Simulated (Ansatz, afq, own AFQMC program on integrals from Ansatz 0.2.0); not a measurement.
AlGaCl, quartet in cc-pVDZ, levels against CCSDT(Q)

```xyz
3

Cl    0.0000    0.0000   -3.4995
Al    0.0000    0.0000   -1.4087
Ga    0.0000    0.0000    4.9083
```

Connectivity, by distances: Ga ··· Cl–Al.

Basis cc-pVDZ. Noble-gas cores (and the filled d shells of Ga–Kr and In–Xe) are frozen. AFQMC by an in-house program on the Cholesky factors that Ansatz 0.2.0 writes for its CCSD(T) run. ph-AFQMC/CISD is guided by a CISD state made of CCSD amplitudes; releasing the constraint for a short imaginary time cuts its bias at the price of noise, slowly where states lie close. Error bars are statistical, one sigma. No spin–orbit coupling.

Determinant: UHF, the one that the program's search chose, which needn't be the lowest solution. The geometry is a point of a scan.

No full CI on the walks' own integrals is used here; CCSDT(Q) serves as the reference and is uncertain by about the last step of the cluster series.

Cautions: no relativity below Rb; no spin-orbit coupling; inner d shell frozen; lower spins were not checked.

The T1 diagnostic is 0.0150. The weight of the determinant in the CISD state is 0.871. The ⟨S²⟩ of the determinant is 3.763 and the size of the correlated space is 13 electrons in 39 orbitals.

Reference: CCSDT(Q), correlation energy -6.051 eV. The released energy is read at 2.40 1/Eh (meV from the phaseless value at times in 1/Eh: -22 ± 17 at 0.24, -4 ± 12 at 0.51, -20 ± 12 at 0.99, -1 ± 17 at 1.62, -30 ± 18 at 2.40).

| level | E − E(reference) (kJ/mol) | share of correlation (%) |
| --- | --- | --- |
| HF | 583.8 | 0.00 |
| MP2 | 95.8 | 83.59 |
| CCSD | 14.7 | 97.49 |
| CCSD(T) | 3.1 | 99.47 |
| CCSDT | 1.0 | 99.82 |
| ph-AFQMC/HF | 3.9 ± 4.5 | 99.34 |
| ph-AFQMC/CISD | 1.1 ± 1.1 | 99.81 |
| released AFQMC | -1.8 ± 1.8 | 100.30 |

A walk keeps the symmetry of its determinant, which the program's search chose and which needn't be the lowest solution, so a lower state of the same spin and another symmetry isn't excluded. Released energies are given only where the last usable release times agree within the noise; a slower fall can still hide under it.
